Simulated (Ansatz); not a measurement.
Molecule: CH3, net charge 0, doublet state. SMILES: [CH3]
Geometry: optimised at B3LYP-D3(BJ)/def2-TZVP (Ansatz, an electronic-structure program).

B3LYP/6-31G* beside other levels, property by property. Set-up: six Cartesian d functions in 6-31G* and its kin unless marked 5d; non-relativistic; frozen cores in correlated levels; dispersion terms only where a functional's name holds one; atomisation electronic, to ground-state atoms; each state is the SCF solution reached for its charge and spin; UHF or UKS for open shells; spin-orbit terms left out. CBS(X,Y): correlation extrapolated as X^-3; Hartree-Fock from the larger set. First-principles rows: single points at B3LYP-D3(BJ) geometries (Ansatz), with unscaled harmonic terms from B3LYP/6-31G* at its own minima, enthalpies of formation by atomisation with measured atoms.

Measured values: Active Thermochemical Tables 1.112 (ions: stationary electron), as tabulated in the package chemicals; they hold spin-orbit and core effects, anharmonicity. Coupled cluster (Ansatz) is a level with limits of its own, used here on species with T1 under 0.025 (0.045 for open shells) and stable references: CCSD(T)/CBS(aug-cc-pVTZ,aug-cc-pVQZ).

| property | B3LYP/6-31G* (Ansatz) | MP2/6-31G* (Ansatz) | PBE/def2-TZVPD (Ansatz) | B3LYP/def2-TZVPD (Ansatz) | to compare with |
|---|---|---|---|---|---|
| vertical ionisation energy to the singlet (eV) | 9.75 | 9.35 | 10.02 | 9.91 | 9.78 coupled cluster |
| atomisation energy (kcal/mol) | 308.2 | 276.8 | 309.6 | 309.3 | 307.1 coupled cluster |
| enthalpy of formation at 298 K (kcal/mol) | 34.6 | 66.1 | 33.3 | 33.5 | 35.0 measured |

As the rows show:
- vertical ionisation energy to the singlet: B3LYP/6-31G* lies 0.03 eV below coupled cluster.
- atomisation energy: B3LYP/6-31G* lies 1.1 kcal/mol above coupled cluster.
- enthalpy of formation at 298 K: B3LYP/6-31G* lies 0.4 kcal/mol below the measured value.

The properties are those with a value to compare with, at most eight drawn at random. No case is left out for the size of its miss. Left out are saddle points of the reference geometry, anions that the best level run finds unbound, excited spin states, species near biochemistry, cases with under five habitual levels, runs that failed or whose electronic state is in doubt, and table entries that another table contradicts.
